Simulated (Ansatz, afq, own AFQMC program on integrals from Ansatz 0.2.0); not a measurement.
**AlHO, singlet: a scan with AFQMC**

```json
{"atom": "Al", "x (Å)": "0.0000", "y (Å)": "0.0000", "z (Å)": "1.4330"}
{"atom": "O", "x (Å)": "0.0000", "y (Å)": "0.0000", "z (Å)": "-0.2415"}
{"atom": "H", "x (Å)": "0.0000", "y (Å)": "0.0000", "z (Å)": "-1.1915"}
```

The Al1–O2 distance is changed with both sides rigid. Energies in kcal/mol count from this geometry (1.675 Å) at the same level; the start stands on RHF, each point on the determinant named.

Basis cc-pVDZ. Noble-gas cores (and the filled d shells of Ga–Kr and In–Xe) are frozen. Integrals, coupled cluster, full CI and functionals: Ansatz 0.2.0; the random walks run on the same integrals in our own AFQMC program. The CISD trial takes its coefficients from CCSD amplitudes. Released means that phaseless walkers are propagated on without the constraint, phases kept. Error bars are statistical, one sigma.

Cautions, each for one point or more: CCSDT(Q) on the RHF determinant differs, so the two series follow different states; higher spins were not checked; raised T1 diagnostic; strong correlation; unrestricted determinant spin contaminated; walk and cluster series may follow different spin states.

```tsv
r(Al1–O2) / Å	det.	T1	weight	⟨S²⟩	CCSD(T)	ph-AFQMC/CISD	released AFQMC	CCSDT(Q)	wB97M-V	B2PLYP
1.491	RHF	0.015	0.89	pure	21.6	21.8 ± 0.3	21.5 ± 0.4	21.7	20.9	20.9
1.862	RHF	0.023	0.88	pure	5.0	5.3 ± 0.5	5.0 ± 0.6	4.8	5.1	5.1
2.298	RHF	0.037	0.87	pure	45.4	45.3 ± 0.7	43.0 ± 1.2*	44.5	45.4	44.6
4.545	UHF¶	0.009	0.90	1.02	115.0	115.9 ± 0.4	115.1 ± 0.6*	115.3	129.0§	122.1§
```

Weight is that of the determinant in the CISD state; at the start T1 is 0.018 and the weight 0.89. ¶ marks points with a poor determinant and no full CI, where no value is sure; they don't count among the departures. An asterisk marks released energies that aren't shown to be converged. § marks a functional whose ⟨S²⟩ is too high by over 0.1. Largest departures from CCSDT(Q), at the points where its series has closed: CCSD(T) 0.1 kcal/mol at 1.862 (on RHF), ph-AFQMC/CISD 0.5 kcal/mol at 1.862 (on RHF) (within the noise), released AFQMC -0.2 kcal/mol at 1.491 (on RHF) (within the noise), wB97M-V -0.8 kcal/mol at 1.491, B2PLYP -0.8 kcal/mol at 1.491. Functionals count only at points shown to share the start's state and spin. In this small basis the wave-function levels are far from their limit, so their gap to the functionals isn't the functionals' error.

Some points may be missing: those where a free walk finds a much lower state, and past Zn most of those on another determinant than at the start.

A walk keeps the symmetry of its determinant, which the program's search chose and which needn't be the lowest solution, so a lower state of the same spin and another symmetry isn't excluded.
